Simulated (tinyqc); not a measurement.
Inside a calculation. Method: MP2 on RHF in the sto-3g basis, for OH-, spin multiplicity 1. The basis has no diffuse functions, so it cannot describe the extra electron: this is an exercise in the method, not the real anion. One step of it, computed by the program tinyqc.

Problem. Integrals over molecular orbitals. (pq|rs) = sum C_ip C_jq C_kr C_ls (ij|kl), one index at a time.

coefficients C:
```
              MO1        MO2        MO3        MO4       MO5        MO6
1O 1s    0.994609  -0.252869   0.073741   0.000000  0.000000  -0.056582
1O 2s    0.022244   0.967449  -0.372495   0.000000  0.000000   0.298458
1O 2px   0.000000   0.000000   0.000000  -0.514070  0.857748   0.000000
1O 2py   0.000000   0.000000   0.000000   0.857748  0.514070   0.000000
1O 2pz   0.001642  -0.004172   0.476714   0.000000  0.000000   0.926683
2H 1s   -0.003701   0.164527   0.777875   0.000000  0.000000  -0.744055
```

core Hamiltonian H = T + V (hartree), lower triangle:
```
             1O 1s      1O 2s     1O 2px     1O 2py     1O 2pz      2H 1s
1O 1s   -32.026107
1O 2s    -7.448341  -8.654100
1O 2px    0.000000   0.000000  -6.841007
1O 2py    0.000000   0.000000   0.000000  -6.841007
1O 2pz   -0.008574  -0.107119   0.000000   0.000000  -6.900482
2H 1s    -0.785159  -1.949047   0.000000   0.000000  -1.527409  -3.721215
```

Two-electron integrals (ij|kl) in chemists' order, unique and non-zero (hartree):
```
(11|11) 4.785065   (21|11) 0.741380   (21|21) 0.136873   (22|11) 1.118947
(22|21) 0.256633   (22|22) 0.817206   (31|31) 0.024477   (32|31) 0.037809
(32|32) 0.180518   (33|11) 1.115814   (33|21) 0.256684   (33|22) 0.817023
(33|33) 0.880159   (41|41) 0.024477   (42|41) 0.037809   (42|42) 0.180518
(43|43) 0.047444   (44|11) 1.115814   (44|21) 0.256684   (44|22) 0.817023
(44|33) 0.785270   (44|44) 0.880159   (51|51) 0.024477   (52|51) 0.037809
(52|52) 0.180518   (53|53) 0.047444   (54|54) 0.047444   (55|11) 1.115814
(55|21) 0.256684   (55|22) 0.817023   (55|33) 0.785270   (55|44) 0.785270
(55|55) 0.880159   (61|11) 0.078239   (61|21) 0.014340   (61|22) 0.026779
(61|33) 0.026729   (61|44) 0.026729   (61|51) 0.000631   (61|52) 0.001197
(61|55) 0.026883   (61|61) 0.001520   (62|11) 0.220568   (62|21) 0.051356
(62|22) 0.184976   (62|33) 0.181658   (62|44) 0.181658   (62|51) 0.003820
(62|52) 0.031207   (62|55) 0.191425   (62|61) 0.005495   (62|62) 0.055207
(63|31) 0.004989   (63|32) 0.030418   (63|53) 0.006211   (63|63) 0.007270
(64|41) 0.004989   (64|42) 0.030418   (64|54) 0.006211   (64|64) 0.007270
(65|11) 0.172050   (65|21) 0.040533   (65|22) 0.155969   (65|33) 0.149198
(65|44) 0.149198   (65|51) 0.007585   (65|52) 0.054794   (65|55) 0.169329
(65|61) 0.004495   (65|62) 0.056688   (65|65) 0.064871   (66|11) 0.406676
(66|21) 0.096167   (66|22) 0.399399   (66|33) 0.385118   (66|44) 0.385118
(66|51) 0.007991   (66|52) 0.092845   (66|55) 0.427534   (66|61) 0.010335
(66|62) 0.161201   (66|65) 0.189356   (66|66) 0.774606
```

Give: one-electron integrals over orbitals h = C^T H C; Two-electron integrals over orbitals.

Solution.

one-electron integrals over orbitals h = C^T H C (hartree), lower triangle:
```
          1        2        3        4        5        6
1  -32.0096
2    0.6158  -7.1565
3   -0.1727   0.6546  -4.8415
4    0.0000   0.0000   0.0000  -6.8410
5    0.0000   0.0000   0.0000   0.0000  -6.8410
6    0.1347  -0.6696  -1.5727   0.0000   0.0000  -5.7602
```

Two-electron integrals over orbitals (pq|rs), unique and non-zero (hartree):
```
(11|11) 4.7478      (21|11) -0.4547     (21|21) 0.0683      (22|11) 1.0643
(22|21) -0.0192     (22|22) 0.7472      (31|11) 0.1317      (31|21) -0.0198
(31|22) 0.0064      (31|31) 0.0122      (32|11) -0.1687     (32|21) 0.0057
(32|22) -0.0692     (32|31) 0.0090      (32|32) 0.1101      (33|11) 0.6488
(33|21) -0.0052     (33|22) 0.5452      (33|31) -1.50e-04   (33|32) 0.0291
(33|33) 0.6127      (41|41) 0.0259      (42|41) 0.0347      (42|42) 0.1615
(43|41) -0.0092     (43|42) -0.0378     (43|43) 0.0258      (44|11) 1.1154
(44|21) -0.0133     (44|22) 0.7763      (44|31) 0.0039      (44|32) -0.0932
(44|33) 0.5253      (44|44) 0.8802      (51|51) 0.0259      (52|51) 0.0347
(52|52) 0.1615      (53|51) -0.0092     (53|52) -0.0378     (53|53) 0.0258
(54|54) 0.0474      (55|11) 1.1154      (55|21) -0.0133     (55|22) 0.7763
(55|31) 0.0039      (55|32) -0.0932     (55|33) 0.5253      (55|44) 0.7853
(55|55) 0.8802      (61|11) -0.1018     (61|21) 0.0154      (61|22) -0.0031
(61|31) 0.0072      (61|32) 0.0201      (61|33) -0.0038     (61|44) -0.0029
(61|55) -0.0029     (61|61) 0.0247      (62|11) 0.1337      (62|21) -0.0041
(62|22) 0.0699      (62|31) 0.0157      (62|32) 0.0575      (62|33) 0.0020
(62|44) 0.0744      (62|55) 0.0744      (62|61) 0.0246      (62|62) 0.1132
(63|11) 0.3125      (63|21) -0.0047     (63|22) 0.1663      (63|31) -0.0022
(63|32) -0.1020     (63|33) -0.0255     (63|44) 0.1841      (63|55) 0.1841
(63|61) -0.0081     (63|62) 0.0155      (63|63) 0.1862      (64|41) 0.0068
(64|42) 0.0279      (64|43) 0.0155      (64|64) 0.0380      (65|51) 0.0068
(65|52) 0.0279      (65|53) 0.0155      (65|65) 0.0380      (66|11) 0.9443
(66|21) -0.0117     (66|22) 0.6760      (66|31) 0.0094      (66|32) -0.0020
(66|33) 0.5993      (66|44) 0.6711      (66|55) 0.6711      (66|61) 0.0081
(66|62) 0.0742      (66|63) 0.0847      (66|66) 0.7051
```
